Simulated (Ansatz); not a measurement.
# BH3Cl− (SMILES [BH3-]Cl) at CCSD/STO-3G

What is the energy change on altering one bond length of BH3Cl− at CCSD/STO-3G? 

The results are computed with Ansatz 0.2.0.

3 further runs of the same task are left out: 3 that didn't finish.

### 1 The molecule

BH3Cl−: 5 atoms, total charge -1, spin state singlet. SMILES: `[BH3-]Cl`. The coordinates come from a GFN2-xTB relaxation.

Bond lengths: B1–Cl2 1.873 Å, B1–H3 1.208 Å, B1–H4 1.208 Å, B1–H5 1.208 Å. Angles: Cl2–B1–H3 106.7°, Cl2–B1–H4 106.7°, Cl2–B1–H5 106.7°, H3–B1–H4 112.0°, H3–B1–H5 112.2°, H4–B1–H5 112.1°.

### 2 A single-point energy at CCSD/STO-3G

Input file molecule.yaml:

```yaml
crystal:
  periodic: [false, false, false]
  atoms:
    - {symbol: B, position_ang: [0.082390, -0.047870, 0.135930]}
    - {symbol: Cl, position_ang: [-0.845860, 0.496450, -1.396970]}
    - {symbol: H, position_ang: [1.223080, -0.254620, -0.203070]}
    - {symbol: H, position_ang: [-0.460100, -1.051350, 0.532730]}
    - {symbol: H, position_ang: [0.000500, 0.857390, 0.931390]}
basis:
  gaussian:
    orbitals: STO-3G
total_charge: -1
magnetization:
  spin_polarized: false
correlation:
  method: ccsd
  frozen_orbitals: {B: 1, Cl: 5, H: 0}
accuracy: high
scf:
  omitted_lower_state_checks: [cluster_reference, increment]
```

Launch:

```console
$ ansatz run molecule.yaml --threads 1 --pin off --max-ram 2610MiB --events-out events.jsonl --progress --plain --runs-dir runs
```

Standard output, cut to the lines that bear on the results:

```text
Warning: RAYON_NUM_THREADS=1 ignored (pool sized by the plan → 1); use --threads N
Functional definition: HF
  name "HF"
[...]
282 factors; integrals over basis functions are off by at most 6.2e-9 eV
[...]
mean field -13079.27684582 eV, -480.6545586315 hartree, gradient 9.6e-8 eV, S^2 0.000000; 0 other end points of the search recorded, 0 dependent functions left out
6 core orbitals not correlated: weight in the atoms' cores, before any rotation towards them, 1.000 or more for the frozen orbitals, at most 0.000 for the correlated occupied ones
reference -13079.27684582 eV, -480.6545586315 hartree; 7, 7 occupied and 4, 4 virtual orbitals, 282 factors
second order -1.21739058 eV of doubles, -0.00000000 eV of singles
cycle   1  -1.53760872 eV  change   -3.2e-1 eV  update   4.3e-2
[...]
cycle  15  -1.70657352 eV  change    1.4e-9 eV  update  5.6e-10
Total energy: -13080.98341933 eV, -480.7172740515 hartree
Checks for a lower state left out: cluster_reference, increment
```

It took 0.12 s on 1 thread of Arm Neoverse V1, shared host.

### 3 The distorted shape at the same level

Input file input.yaml:

```yaml
crystal:
  periodic: [false, false, false]
  atoms:
    - symbol: B
      position_ang: [0.102860, -0.274154, -0.062907]
    - symbol: Cl
      position_ang: [-0.825390, 0.270166, -1.595807]
    - symbol: H
      position_ang: [1.243550, -0.480904, -0.401907]
    - symbol: H
      position_ang: [-0.439630, -1.277634, 0.333893]
    - symbol: H
      position_ang: [0.000500, 0.857390, 0.931390]
basis:
  gaussian:
    orbitals: STO-3G
total_charge: -1
correlation:
  method: ccsd
  frozen_orbitals: {B: 1, Cl: 5, H: 0}
accuracy: high
scf:
  omitted_lower_state_checks: [cluster_reference, increment]
```

Launch:

```console
$ ansatz run input.yaml --threads 1 --pin off --max-ram 2610MiB --events-out events.jsonl --progress --plain --runs-dir runs
```

Standard output, cut to the lines that bear on the results:

```text
Warning: RAYON_NUM_THREADS=1 ignored (pool sized by the plan → 1); use --threads N
Functional definition: HF
  name "HF"
[...]
281 factors; integrals over basis functions are off by at most 9.8e-9 eV
[...]
mean field -13078.08758662 eV, -480.6108541622 hartree, gradient 4.7e-9 eV, S^2 0.000000; 0 other end points of the search recorded, 0 dependent functions left out
6 core orbitals not correlated: weight in the atoms' cores, before any rotation towards them, 1.000 or more for the frozen orbitals, at most 0.000 for the correlated occupied ones
reference -13078.08758662 eV, -480.6108541622 hartree; 7, 7 occupied and 4, 4 virtual orbitals, 281 factors
second order -1.40418969 eV of doubles, -0.00000000 eV of singles
cycle   1  -1.78158538 eV  change   -3.8e-1 eV  update   5.2e-2
[...]
cycle  17  -2.00088717 eV  change  -2.8e-10 eV  update  2.1e-10
Total energy: -13080.08847379 eV, -480.6843854094 hartree
Checks for a lower state left out: cluster_reference, increment
```

It took 0.12 s on 1 thread of Arm Neoverse V1, shared host.

### 4 What came out

At CCSD/STO-3G, 6 core orbitals frozen:

| quantity | value |
| --- | --- |
| first shape: total energy | -480.71727 Eh |
| first shape: correlation energy (6 core orbitals frozen) | -62.7 mEh |
| first shape: T1 diagnostic | 0.005 |
| distorted shape: total energy | -480.68439 Eh |
| distorted shape: correlation energy (6 core orbitals frozen) | -73.5 mEh |
| distorted shape: T1 diagnostic | 0.006 |
| energy change with the B1–H5 bond stretched from 1.208 to 1.510 Å | 0.895 eV |

In words: With the B1–H5 bond stretched from 1.208 to 1.510 Å the energy rises by 0.89 eV (86.3 kJ/mol). The first shape isn't relaxed at this level, so the change isn't measured from a minimum. The minimal basis adds a large error of its own.
